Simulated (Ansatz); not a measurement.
A displaced shape of singlet SiH2:

```xyz
3

Si    0.0003    0.0025   -0.0842
H    -0.0483    1.0835    0.9413
H    -0.0274   -1.1293    0.9136
```

It was optimised with PBE0/def2-SVP in Ansatz (development build ahead of 0.2.0) to forces under 0.001 eV/Å, with restricted orbitals. Each step stands on the lowest determinant of that kind that the program's search found.

(1) What shape does it relax to, and how does the optimisation go?

Results:

(1)

```yaml
atoms:
  - { symbol: Si, position_ang: [0.0019, -0.0030, -0.1246] }
  - { symbol: H, position_ang: [-0.0491, 1.0758, 0.9647] }
  - { symbol: H, position_ang: [-0.0282, -1.1161, 0.9306] }
```

Bond lengths: Si1–H2 1.534 Å, Si1–H3 1.534 Å. Angles: H2–Si1–H3 91.2°.

| step | E − E(start) (eV) | largest force (eV/Å) |
| --- | --- | --- |
| 1 | 0.0000 | 0.9910 |
| 2 | -0.0226 | 0.2276 |
| 3 | -0.0281 | 0.0243 |
| 4 | -0.0281 | 0.0008 |

The optimisation ended after 4 steps with its threshold met.
